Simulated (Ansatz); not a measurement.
# HO+ (singlet): from Hartree-Fock to the top rungs at distance O1–H2 = 0.831 Å, aug-cc-pVDZ

Aim: climb from Hartree-Fock through coupled cluster and multireference methods for HO+ (singlet) at one geometry and basis, and see what each rung misses.

The runs use Ansatz 0.2.0, Gaussian basis; aug-cc-pVDZ, core rule «outside noble gas», up to 1 orbitals frozen.

To be run: UHF; CCSD(T) on RHF; CCSD(T) on UHF; BCCD(T) on RHF; CISD; CCSDT(Q) on RHF; CCSDT(Q) on UHF; CASSCF and MRCISD+Q, 2 electrons in 2 orbitals; CASSCF and NEVPT2, 2 electrons in 2 orbitals; CASSCF and MRCISD+Q, 6 electrons in 5 orbitals; CASSCF and NEVPT2, 6 electrons in 5 orbitals; Full CI; Full CI in the symmetry of the determinant.

30 further runs of the same task are left out: 2 for a known fault of the program, 18 that didn't finish, 10 set aside as unsound or not needed.

## (1) The system

The geometry derives from a PBE0/def2-TZVP stationary point (not a proven minimum). One bond is set to the value named and the two fragments are kept rigid.

2 atoms, charge 1, spin multiplicity 1.

Atoms are counted from 1 here; the program's logs count them from 0.

Bond lengths: O1–H2 0.831 Å.

## (2) UHF

in.yaml reads:

```yaml
crystal:
  periodic: [false, false, false]
  atoms:
    - {symbol: O, position_ang: [0.000000, 0.000000, 0.000000]}
    - {symbol: H, position_ang: [0.000000, 0.000000, 0.831000]}
basis:
  gaussian: {orbitals: aug-cc-pVDZ}
total_charge: 1
magnetization: {spin_polarized: true, initial_magnetization: 0}
hamiltonian: {xc: hf}
output: {orbitals: {seedname: orbitals}}
```

The run is started by

```sh
$ ansatz run in.yaml --threads 1 --pin off --events-out ev --progress --plain --max-ram 2393MiB
```

Further steps of the session: CCSD(T) on RHF; CCSD(T) on UHF; BCCD(T) on RHF; CISD; CCSDT(Q) on RHF; CCSDT(Q) on UHF; CASSCF and MRCISD+Q, 2 electrons in 2 orbitals; CASSCF and NEVPT2, 2 electrons in 2 orbitals; CASSCF and MRCISD+Q, 6 electrons in 5 orbitals; CASSCF and NEVPT2, 6 electrons in 5 orbitals; Full CI; Full CI in the symmetry of the determinant.

Before running them: what should the planned runs give, taken together? Wanted: FCI below the RHF energy; RMP2 from FCI; RCCSD from FCI; RCCSD(T) from FCI; RCCSDT(Q) from FCI; NEVPT2 pair from FCI; MRCISD+Q pair from FCI; NEVPT2 valence from FCI; T1 diagnostic.

**Answer**, as computed:

| quantity | value |
| --- | --- |
| FCI below the RHF energy | -4.8250 eV |
| RMP2 from FCI | +1447.6 meV |
| RCCSD from FCI | +479.4 meV |
| RCCSD(T) from FCI | +227.0 meV |
| RCCSDT(Q) from FCI | -3.5 meV |
| NEVPT2 pair from FCI | +455.2 meV |
| MRCISD+Q pair from FCI | -8.5 meV |
| NEVPT2 valence from FCI | +558.2 meV |
| levels within 1 kcal/mol (43 meV) | RCCSDT, RCCSDT(Q), MRCISD+Q pair, MRCISD+Q valence |
| T1 diagnostic | 0.005 |
| effectively unpaired electrons | 2.01 |

What this shows: RCCSD(T) misses by +227.0 meV, 4.7 % of the correlation energy. RCCSDT(Q), MRCISD+Q pair, MRCISD+Q valence fall below full CI, which methods that aren't variational can do. With 2.0 effectively unpaired electrons against 0 the state is strongly multireference. Of the multireference levels listed MRCISD+Q valence comes nearest in total energy (-5.9 meV), which doesn't show that its space is the better one. These misses are within one basis, not against nature.
